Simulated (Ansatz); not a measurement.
**A ladder of methods for AlH3S (SMILES [AlH2][SH])**

AlH3S has 5 atoms, charge 0, and is taken as a singlet. SMILES: `[AlH2][SH]`. The shape is that of a PBE0-D4/def2-TZVP optimisation.

```xyz
5

Al   -0.6161   -0.0642   -0.1817
S     1.1291   -0.3431    1.0966
H    -1.9817   -0.6501    0.3511
H    -0.4411    0.6960   -1.5564
H     1.9597    0.2878    0.2490
```

Quantity: the energy change with the Al1–H3 bond stretched from 1.579 to 3.157 Å, in eV. The values are calculated.

```
                        level                    kind  program  value (eV)
   r2SCAN/STO-3G (restricted)                meta-GGA   Ansatz        6.07
     PBE0/STO-3G (restricted)           global hybrid   Ansatz        6.41
CAM-B3LYP/STO-3G (restricted)  range-separated hybrid   Ansatz        6.74
   B2PLYP/STO-3G (restricted)           double hybrid   Ansatz        6.17
      MP2/STO-3G (restricted)     perturbation theory   Ansatz        6.36
     CCSD/STO-3G (restricted)   coupled cluster or CI   Ansatz           ?
    CCSDT/STO-3G (restricted)   coupled cluster or CI   Ansatz        4.87
   CCSDTQ/STO-3G (restricted)   coupled cluster or CI   Ansatz        4.87
                   FCI/STO-3G      exact in the basis   Ansatz        4.88
```

Question: Estimate the missing values from the other rows.

Answer: As computed at these levels: CCSD/STO-3G (restricted): 5.02 eV. The first shape isn't each level's own minimum. The values span 4.87 to 6.74 eV. All rows use very small basis sets, so even the best lies far from the true value.
